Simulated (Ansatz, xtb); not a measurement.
## Ligand exchange: SiH3F + CH4S → SiH3(SH) + CH3F

Species: SiH3F `F[SiH3]`, singlet; CH4S (methanethiol) `CS`, singlet; SiH3(SH) (sulfanylsilane), singlet; CH3F (fluoromethane) `CF`, singlet. The partners trade F for SH: Si–F and C–SH bonds give way to Si–SH and C–F.

Shapes, held fixed at every level: PBE0-D4/def2-TZVP. Programs: Ansatz 0.2.0, xtb 6.7.1. The zero-point and thermal change to 298 K, harmonic and unscaled (PBE0-D4/def2-TZVP), is +0.4 kJ/mol.

```tsv
level	kind	ΔH(298 K) (kJ/mol)	less CCSD(T)/CBS estimate
GFN1-xTB	semi-empirical	+85.8	-29.7
HF/def2-TZVPP	Hartree–Fock	+115.1	-0.4
PBE-D4/def2-TZVPP	GGA	+98.2	-17.3
BHLYP-D4/def2-TZVPP	global hybrid	+111.9	-3.6
PBE0-D4/def2-TZVPP	global hybrid	+101.6	-13.9
wB97M-V/def2-TZVPP	range-separated hybrid	+110.4	-5.1
wB97X-V/def2-TZVPP	range-separated hybrid	+108.0	-7.5
CCSD(T)/def2-TZVPP	coupled cluster or CI	+112.8	-2.7
CCSD(T)/CBS estimate	coupled cluster or CI	+115.5	0.0
```

The highest level, CCSD(T)/CBS estimate, gives ΔH(298 K) = +115.5 kJ/mol; the levels span +85.8 to +115.5. The column of differences is taken from that level and isn't an error. No measured value is set beside it here. The CBS estimate extrapolates MP2 from def2-TZVPP and def2-QZVPP and adds CCSD(T) − MP2 in the triple-zeta set, cores frozen.
